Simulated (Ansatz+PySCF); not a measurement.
Results of a calculation; reference values are marked as such.
Input for Ansatz (development build ahead of 0.2.0):

```yaml
crystal:
  periodic: [false, false, false]
  atoms:
    - { symbol: Na, position_ang: [0.0, 0.0, -4.25921] }
    - { symbol: Cl, position_ang: [0.0, 0.0, 2.75596] }
basis:
  gaussian: { orbitals: cc-pVDZ }
hamiltonian:
  xc: r2scan
scf:
  omitted_lower_state_checks: [stability, starts, atomic_configurations, cluster_reference, orbital_swaps, given_window_search, neighbouring_geometries, increment]
```

The input is written out in the form of the current development build from the run's settings.

The run gave:

- Converged: yes
- Total energy: -622.38295 hartree

Caution: charge can spread falsely over distant fragments.
